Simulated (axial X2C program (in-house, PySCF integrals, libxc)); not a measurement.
## PS: bond constants with and without spin–orbit coupling

Computed with an in-house relativistic program for diatomic molecules. Spin-free means the one-electron spin-free X2C Hamiltonian; two-component (2c) means X2C with spin–orbit coupling and atomic mean-field two-electron Coulomb and Gaunt terms, so the difference of the two also holds small scalar two-electron terms. Basis: S dyall-av3z [9s8p3d2f], P dyall-v3z [8s7p2d1f] (cores contracted in-house); Gaussian nuclei, density fitting, unrestricted open shells. Masses: S 31.972 u, P 30.974 u.

State, spin-free: M_S = 1/2, Λ = 1 (beyond evenly filled blocks: π+α); electrons by block: σα: 9, σβ: 9, π+α: 4, π+β: 3, π-α: 3, π-β: 3. Fragments: S + P.

State, 2c: Ω = 1/2 (⟨Sz⟩ = -0.50, ⟨Lz⟩ = 1.00 at PBE0); electrons by block: 1/2: 13, -1/2: 12, 3/2: 3, -3/2: 3. Fragments: S + P.

| Hamiltonian | level | Re (Å) | ωe (cm⁻¹) | ωexe (cm⁻¹) | αe (cm⁻¹) | De (eV) | k (mdyn/Å) | μ (D) |
| --- | --- | --- | --- | --- | --- | --- | --- | --- |
| spin-free | PBE0 | 1.901 | 764.9 | n/a | 0.00137 | 4.35 | 5.42 | 0.65 |
| spin-free | B3LYP | 1.913 | 738.2 | 2.52 | 0.00143 | 4.39 | 5.05 | 0.68 |
| 2c | PBE0 | 1.902 | 764.5 | n/a | 0.00137 | 4.37 | 5.42 | 0.65 |
| 2c | B3LYP | 1.913 | 737.8 | 2.52 | 0.00143 | 4.40 | 5.05 | 0.68 |

Dipoles are positive if P is the positive end.

Occupations by symmetry block were frozen at the best pattern of an incomplete PBE0 search. De is counted from the lowest determinant-based energies of the atoms at the same level, without counterpoise correction. Density functionals use the spin component along the axis (collinear). In 2c an atomic determinant is not the ground J level, so De misses part of the atomic spin–orbit lowering. This holds for PBE0, B3LYP. Without a current term, density functionals place determinants with orbital angular momentum somewhat too high. The determinant is spin-polarised beyond a pure state at some levels (its spin-free form has ⟨S²⟩ too high), which makes Re and μ there less reliable.

No reliable constants came from CCSD (2c), CCSD (spin-free), CCSD(T) (2c), CCSD(T) (spin-free), HF (2c), HF (spin-free), MP2 (2c), MP2 (spin-free): no minimum in range, unconverged points, a curve that is not smooth, a change of character along it, or the two Hamiltonians disagreeing along it.

Rough cost a point (2c) on 1 thread(s) of a shared host, integrals apart: PBE0 0.21 s, B3LYP 0.22 s.

The whole task took 81 s on 1 thread of Arm Neoverse V2, on a shared host.
